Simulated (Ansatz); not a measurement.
This geometry of CH$_{4}$N$_{2}$S (8 atoms, charge 0, multiplicity 1) is a first-order saddle point.

Theory: RKS B3LYP/cc-pVDZ (Ansatz).

```xyz
8
Properties=species:S:1:pos:R:3
N 0.204 1.186 -0.066
C -0.098 -0.207 -0.314
N -0.013 -0.916 0.823
S -0.500 -0.867 -1.792
H -0.593 1.721 -0.425
H 0.954 1.437 -0.719
H -0.196 -1.912 0.811
H 0.242 -0.441 1.682
```

**Question.** Which two structures does it join? (They come from a converged band through this point; their orientation in space is the band's.)

**Answer.** No bond is made or broken. The dihedral H6–N1–C2–S4 goes from -154 to 12°. The two ends are copies of one structure, up to a mirror image or an exchange of like atoms.

Image 0:

```xyz
8
Properties=species:S:1:pos:R:3
N -0.003 1.158 -0.271
C -0.200 -0.195 -0.349
N 0.265 -0.902 0.727
S -0.950 -0.927 -1.657
H -0.170 1.659 -1.136
H 0.764 1.508 0.296
H -0.043 -1.867 0.763
H 0.337 -0.433 1.626
```

Image 6:

```xyz
8
Properties=species:S:1:pos:R:3
N 0.278 1.097 -0.366
C -0.132 -0.210 -0.372
N -0.105 -0.822 0.852
S -0.626 -0.997 -1.767
H 0.185 1.634 0.492
H 0.082 1.604 -1.221
H -0.223 -1.829 0.824
H 0.540 -0.477 1.558
```

**Question.** How far does it lie above each of them?

**Answer.** 0.40 eV above the first and 0.40 eV above the second. This is the barrier of this one path; another mechanism may lie lower.

The run took 2.2 min on 1 thread of Arm Neoverse V1 (shared host), peak memory 0.15 GiB.
